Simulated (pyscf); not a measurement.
:HSi–SeH [singlet] + hydrogen (H₂) -> H₃Si–SeH (insertion; singlet surface; H–H broken, H–Si, H–Si formed). Optimised with ωB97X-D3(BJ)/def2-SVP in PySCF. Energies in eV from the separated reactants.

```json
[
 {"level": "ωB97X-D3(BJ)/def2-TZVP", "barrier": "0.71", "reaction energy": "-1.97"},
 {"level": "PBE/def2-TZVP", "barrier": "0.49", "reaction energy": "-1.69"},
 {"level": "B3LYP-D3(BJ)/def2-TZVP", "barrier": "___", "reaction energy": "___"},
 {"level": "PBE0-D3(BJ)/def2-TZVP", "barrier": "___", "reaction energy": "-1.90"},
 {"level": "M06-2X/def2-TZVP", "barrier": "0.79", "reaction energy": "-1.75"},
 {"level": "HF/def2-TZVP", "barrier": "1.28", "reaction energy": "-2.02"}
]
```

Q: Fill in the missing entries.

A: 
- B3LYP-D3(BJ)/def2-TZVP, barrier: 0.74
- B3LYP-D3(BJ)/def2-TZVP, reaction energy: -1.76
- PBE0-D3(BJ)/def2-TZVP, barrier: 0.50

The functionals in the table span 0.30 eV in this barrier, from PBE to M06-2X. :HSi–SeH [singlet] lies 0.52 eV over its isomer H₂Si=Se (electronic energy, ωB97M-D3(BJ)/def2-TZVP). One saddle was located; it need not be the lowest between these sides. Elements up to Kr have no core potential and no relativistic terms here.
